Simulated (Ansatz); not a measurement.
`C/C=C(\O)F` → 3 C• + F• + 5 H• + O•  (atomization)

Calculated with Ansatz (gas phase, PBE0-D4/def2-TZVP geometries, no zero-point term in ΔE). CCSD(T)/CBS adds triple-zeta CCSD(T) − MP2 to the extrapolated MP2 energy (def2 sets, frozen cores). This one scheme is used for every species, atoms too. For atomizations the MP2-based limit and the directly extrapolated one differ by several kJ/mol either way, and by 10 to 25 for some Ge, Se and Sn compounds, so smaller differences from it don't rank the levels. No spin–orbit coupling; open shells (•) take unrestricted orbitals. Spin–orbit coupling would lower the free atoms: a little for C, F, O. Each species was taken in one conformer, which may not be the lowest.

| species | HF/def2-TZVPP energy (Eh) |
| --- | --- |
| `C/C=C(\O)F` | -290.91551 |
| C• | -37.69248 |
| F• | -99.41180 |
| H• | -0.49981 |
| O• | -74.81563 |

Question: Work out ΔE.

Answer: ΔE = 5 × (-0.49981) + 3 × (-37.69248) + (-99.41180) + (-74.81563) − (-290.91551) = 1.11159 Eh = +697.5 kcal/mol. CCSD(T)/CBS gives +975.6 kcal/mol.

Largest T1 diagnostic among the species: 0.011.

Leaving LDA and LC-ωPBE aside and taking each functional with its dispersion term where it has one, the values, not all of them listed here, spread over 71.2 kcal/mol, from BHLYP-D4 to PBE-D4. LDA lies +136.9 kcal/mol from PBE without D4, its usual overbinding. From r2SCAN to r2SCAN0 (25 % exact exchange), in def2-TZVPP and without D4, ΔE moves by −20.1 kcal/mol: exact exchange takes away binding that semilocal exchange gives to molecules.
